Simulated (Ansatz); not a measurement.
## Ansatz (development build ahead of 0.2.0) run

```yaml
crystal:
  periodic: [false, false, false]
  atoms:
    - { symbol: C, position_ang: [0.0, 0.004, -0.66833] }
    - { symbol: C, position_ang: [0.0, -0.004, 0.66833] }
    - { symbol: C, position_ang: [0.0, 1.22548, -1.52715] }
    - { symbol: C, position_ang: [0.0, -1.22548, 1.52715] }
    - { symbol: H, position_ang: [0.0, -0.96115, -1.19391] }
    - { symbol: H, position_ang: [0.0, 0.96115, 1.19391] }
    - { symbol: H, position_ang: [0.0, 2.14608, -0.92444] }
    - { symbol: H, position_ang: [0.88308, 1.25153, -2.18812] }
    - { symbol: H, position_ang: [-0.88308, 1.25153, -2.18812] }
    - { symbol: H, position_ang: [0.0, -2.14608, 0.92444] }
    - { symbol: H, position_ang: [0.88308, -1.25153, 2.18812] }
    - { symbol: H, position_ang: [-0.88308, -1.25153, 2.18812] }
basis:
  gaussian: { orbitals: cc-pVDZ }
hamiltonian:
  xc: hf
correlation:
  method: mp2
  frozen_orbitals: { C: 1, H: 0 }
```

The input is written out in the form of the current development build from the run's settings.

Results

```json
{
  "Converged": "yes",
  "Reference energy": "-156.12297 hartree",
  "Correlation energy": "-0.56176 hartree",
  "Total energy": "-156.68473 hartree",
  "Spin squared of the determinant": "0.000"
}
```
